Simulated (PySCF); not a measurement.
Phosphorus: a sound run and one with changed settings

Sound run: P [Ne] 3s2 3p3, P+ [Ne] 3s2 3p2. All numbers are calculated (PySCF 2.14, the spin-free X2C one-electron Hamiltonian (Gaussian nucleus), in aug-cc-pVDZ-DK (5s4p2d, 27 functions)). In the sound run the correlated levels freeze [Ne]. The sound run starts from symmetry-adapted Hartree-Fock orbitals and uses a fine grid where one is needed.

Changed run: initial guess 1e, at most 50 SCF cycles.

| species | method | sound run (hartree) | changed run (hartree) | converged |
| --- | --- | --- | --- | --- |
| P | UHF | -341.52431 | -341.52431 | yes |
| P | LDA | -340.79402 | -340.79402 | yes |
| P | CCSD(T) | -341.61094 | -341.61094 | yes |
| P+ | TPSS | -341.71535 | -341.71535 | yes |
| P+ | MP2 | -341.20966 | -341.20966 | yes |

Here the plain start reaches the same solutions.
